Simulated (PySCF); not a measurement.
Nuclear quadrupole coupling in `C=CSCF`

Species: C3H5FS.
Geometry (PBE0-D3(BJ)/def2-SVP, Å), atoms numbered from 1 in this order:
```xyz
10
C3H5FS angstrom
C      1.3564   -0.0635    0.4995
C      0.8694   -0.9645   -0.3588
S     -0.7614   -1.0721   -0.9969
C     -1.4068    0.5556   -0.6086
F     -1.6704    0.7424    0.7177
H      0.7372    0.7134    0.9531
H      2.4098   -0.1038    0.7857
H      1.5031   -1.7665   -0.7530
H     -0.6782    1.3158   -0.9355
H     -2.3415    0.6511   -1.1839
```

Field gradients from the PBE0/pcSseg-1 density (PySCF, non-relativistic), principal values in atomic units, ordered |Vxx| ≤ |Vyy| ≤ |Vzz|:

```json
{"atom": "S3", "Vxx": "0.2238", "Vyy": "2.2800", "Vzz": "-2.5039"}
```

Find the asymmetry η = (Vxx − Vyy)/Vzz and the couplings χ = eQV/h (234.96 MHz × Q in barn × V in au), with Q(33S) = −0.0678 b.

```csv
atom,environment,nucleus,η,χzz (MHz),χxx (MHz),χyy (MHz)
S3,sulfide sulfur,33S,0.82,39.89,-3.57,-36.32
```

What is Vzz at S3 in SI units (1 au = 9.71736 × 10²¹ V/m²)?

-2.5039 au = -24.331 × 10²¹ V/m².

And the gradient at the other heavy atoms, for which no coupling is worked out here?

```tsv
atom	environment	Vzz (au)	η
C1	terminal =CH2 carbon	0.244	0.26
C2	alkene CH carbon	-0.297	0.31
C4	sp3 C–F carbon	0.451	0.74
F5	alkyl fluorine	3.105	0.05
```

What couplings would deuterons (Q(2H) = 0.00286 b) have in place of the hydrogens, at this geometry?

| atom | bonded to | bond length (Å) | Vzz (au) | η | χzz (kHz) |
| --- | --- | --- | --- | --- | --- |
| H6 | C1 | 1.092 | 0.3032 | 0.08 | 204 |
| H7 | C1 | 1.092 | 0.3090 | 0.07 | 208 |
| H8 | C2 | 1.095 | 0.2982 | 0.09 | 200 |
| H9 | C4 | 1.103 | 0.2711 | 0.06 | 182 |
| H10 | C4 | 1.102 | 0.2750 | 0.06 | 185 |

Geometry: PBE0-D3(BJ)/def2-SVP, one conformer, isolated molecule. With a basis this small, the couplings can be 20 % off.

These values come from a run that also computed NMR shieldings. The run took 6.2 s wall on Arm Neoverse V2, one thread, on a shared host.
